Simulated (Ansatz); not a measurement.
Basis-set limit of Si⁺, doublet

A free Si cation.

Ansatz 0.2.0, UHF determinant, valence electrons correlated. Energies in eV.

```tsv
set	X	functions	Hartree–Fock	MP2 correlation	CCSD(T) correlation	time
def2-TZVPPD	3	48	-7852.3965	-1.1271	-1.6258	4.9 s on 1 × NVIDIA H100 80GB HBM3 with 1 thread of AMD EPYC 7R13 Processor (Zen 3) (shared host)
def2-QZVPPD	4	76	-7852.6097	-1.2041	-1.6700	7 s on 1 × NVIDIA H100 80GB HBM3 with 1 thread of AMD EPYC 7R13 Processor (Zen 3), with other jobs on the host
```

Hartree–Fock is taken to follow E(X) = E∞ + A·exp(−7.88·√X), correlation E(X) = E∞ + B·X^−2.97.

Task: Work out the CCSD(T) energy at the limit, and how far the shortcut misses it that extrapolates MP2 and adds CCSD(T) minus MP2 from the smaller set.

Result: Hartree–Fock: E∞ = E4 + 0.1377·(E4 − E3) = -7852.6391. Correlation: E∞ = E4 + 0.7407·(E4 − E3) = -1.7027 for CCSD(T) and -1.2612 for MP2. The limit is -7854.3418 eV, 0.062 eV below def2-QZVPPD. The shortcut gives a correlation energy of -1.2612 + (-0.4987) = -1.7599, 57 meV lower than the direct value.

Past Ne part of the Hartree–Fock step between the two sets comes from the cores, which don't follow the formula, so the 29 meV that it adds to the total can overshoot; that part largely cancels in differences.
